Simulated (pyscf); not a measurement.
PySCF, gas phase, ωB97X-D3(BJ)/def2-SVP geometries.

Problem. H₃C–CH₃ + GaH₂• → H₃C–GaH₂ + CH₃•
Surface: doublet. Broken: C–C. Formed: C–Ga. Give ΔE‡ and ΔE from ωB97M-D3(BJ)/def2-TZVP, relative to the separated reactants.

Solution. ΔE‡ = 206.3 kJ/mol, ΔE = +78.8 kJ/mol. Zero-point energy shifts the barrier by -6.2 kJ/mol. It is a substitution at C, with an imaginary mode of 1228i cm⁻¹. This is the saddle that the search found; another between the same sides may lie lower. The angle at the attacked C is 159°. Elements up to Kr have no core potential and no relativistic terms here.
